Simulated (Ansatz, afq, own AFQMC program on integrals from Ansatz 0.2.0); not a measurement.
## Al$_{2}$H$_{2}$, singlet → Al₂H₂⁺, doublet

```json
{"atom": "Al", "x (Å)": "0.0000", "y (Å)": "0.0925", "z (Å)": "1.2647"}
{"atom": "Al", "x (Å)": "0.0000", "y (Å)": "-0.0193", "z (Å)": "-1.3669"}
{"atom": "H", "x (Å)": "0.0000", "y (Å)": "-0.6882", "z (Å)": "2.6804"}
{"atom": "H", "x (Å)": "0.0000", "y (Å)": "-1.2711", "z (Å)": "0.0548"}
```

Connectivity, by distances: AlH–Al, 1 bridging H.

E(doublet, charge +1) − E(singlet, charge +0) at this geometry, on RHF and UHF determinants.

Basis cc-pVTZ. Noble-gas cores (and the filled d shells of Ga–Kr and In–Xe) are frozen. Ansatz 0.2.0 and our own AFQMC program on the same integrals; the CISD trial comes from CCSD amplitudes, and released means the phaseless constraint is let go. Uncertainties: one standard error, sampling alone. The errors of all members are added in quadrature.

No full CI on the walks' own integrals is used here; CCSDT(Q) serves as the reference and is uncertain by about the last step of the cluster series. Each member takes its own surest rung, up to full CI.

Errors are counted within cc-pVTZ, not against nature.

Cautions: Al₂H₂ (singlet): higher spins were not checked, restricted determinant unstable towards unrestricted (UHF 104 meV lower, ⟨S²⟩ 0.56), the released energies are still falling, so no released level is given (meV from the phaseless value at times in 1/Eh: -2 ± 4 at 0.24, -2 ± 4 at 0.50, -5 ± 4 at 1.00, -11 ± 4 at 1.50), though the last usable value meets CCSDT(Q) within the noise, the ph-AFQMC/CISD walk drifts between its halves (2.3 errors), its ph-AFQMC/CISD value lies 17 ± 4 meV above CCSDT(Q); Al₂H₂⁺ (doublet): higher spins were not checked, raised T1 diagnostic (T1 0.043, weight of the determinant 0.86, largest double 0.06), unrestricted determinant spin contaminated (⟨S²⟩ 0.88 against 0.75), the released energies are still falling, so no released level is given (meV from the phaseless value at times in 1/Eh: 0 ± 4 at 0.24, -3 ± 3 at 0.50, -6 ± 3 at 1.00, -9 ± 3 at 1.50), though the last usable value meets CCSDT(Q) within the noise.

Reference (CCSDT(Q)): 728.3 kJ/mol.

| level | vertical ionization energy (kJ/mol) | error against CCSDT(Q) (kJ/mol) |
| --- | --- | --- |
| HF | 622.8 | -105.6 |
| MP2 | 718.7 | -9.7 |
| CCSD | 720.9 | -7.4 |
| CCSD(T) | 727.5 | -0.8 |
| CCSDT | 727.7 | -0.7 |
| ph-AFQMC/CISD | 727.8 ± 0.5 | -0.5 ± 0.5 |

Correlation beyond CCSD(T) adds 0.8 kJ/mol. The perturbative (T) step is worth +6.5 kJ/mol. Where the cautions show a poor determinant, the low rows tell how each method copes with it, not its usual error.

A walk keeps the symmetry of its determinant, which the program's search chose and which needn't be the lowest solution, so a lower state of the same spin and another symmetry isn't excluded.
